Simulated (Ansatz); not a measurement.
**AlSiH₂ (doublet): the correlation ladder, cc-pVTZ**

Aim: climb from Hartree-Fock through coupled cluster for AlSiH₂ (doublet) at one geometry and basis, and see what each rung misses.

Computed with Ansatz 0.2.0, Gaussian basis. Level: cc-pVTZ, core rule «outside noble gas», up to 10 orbitals frozen.

Plan: UHF; CCSD(T) on ROHF; CCSD(T) on UHF; BCCD(T) on ROHF; CCSDT(Q) on ROHF; CCSDT(Q) on UHF.

9 further runs of the same task are left out: 4 for a known fault of the program, 5 set aside as unsound or not needed.

### 1 The system

The geometry is a PBE0/def2-TZVP stationary point (not a proven minimum).

4 atoms, charge 0, spin multiplicity 2.

Atoms are counted from 1 here; the program's logs count them from 0.

Bond lengths: Si1–Al2 2.509 Å, Si1–H3 1.501 Å, Si1–H4 1.501 Å. Angles: Al2–Si1–H3 121.8°, Al2–Si1–H4 121.8°, H3–Si1–H4 104.9°.

### 2 UHF

in.yaml

```yaml
crystal:
  periodic: [false, false, false]
  atoms:
    - {symbol: Si, position_ang: [-0.056321, 0.000000, 1.156776]}
    - {symbol: Al, position_ang: [0.030473, 0.000000, -1.350744]}
    - {symbol: H, position_ang: [0.376805, -1.189387, 1.962674]}
    - {symbol: H, position_ang: [0.376805, 1.189387, 1.962674]}
basis:
  gaussian: {orbitals: cc-pVTZ}
magnetization: {spin_polarized: true, initial_magnetization: 1}
hamiltonian: {xc: hf}
output: {orbitals: {seedname: orbitals}}
```

The run is started by

```bash
ansatz run in.yaml --threads 1 --pin off --events-out ev --progress --plain --max-ram 2816MiB --backend cpu
```

After this run come: CCSD(T) on ROHF; CCSD(T) on UHF; BCCD(T) on ROHF; CCSDT(Q) on ROHF; CCSDT(Q) on UHF.

Q: Predict the results of all the runs planned. Wanted: UCCSDT(Q) below the RHF energy; RMP2 from UCCSDT(Q); UMP2 from UCCSDT(Q); RCCSD from UCCSDT(Q); RCCSD(T) from UCCSDT(Q); UCCSD(T) from UCCSDT(Q); RCCSDT(Q) from UCCSDT(Q); T1 diagnostic.

As calculated:

| quantity | value |
| --- | --- |
| UCCSDT(Q) below the RHF energy | -5.7711 eV |
| RMP2 from UCCSDT(Q) | +1283.5 meV |
| UMP2 from UCCSDT(Q) | +1402.6 meV |
| RCCSD from UCCSDT(Q) | +268.0 meV |
| RCCSD(T) from UCCSDT(Q) | +54.8 meV |
| UCCSD(T) from UCCSDT(Q) | +57.0 meV |
| RCCSDT(Q) from UCCSDT(Q) | +1.0 meV |
| levels within 1 kcal/mol (43 meV) | RCCSDT, UCCSDT, RCCSDT(Q) |
| T1 diagnostic | 0.039 |

**Reading.** RCCSD(T) misses by +54.8 meV, 0.9 % of the correlation energy. These misses are within one basis, not against nature; the frozen cores of restricted and unrestricted runs differ, which can shift their rows.
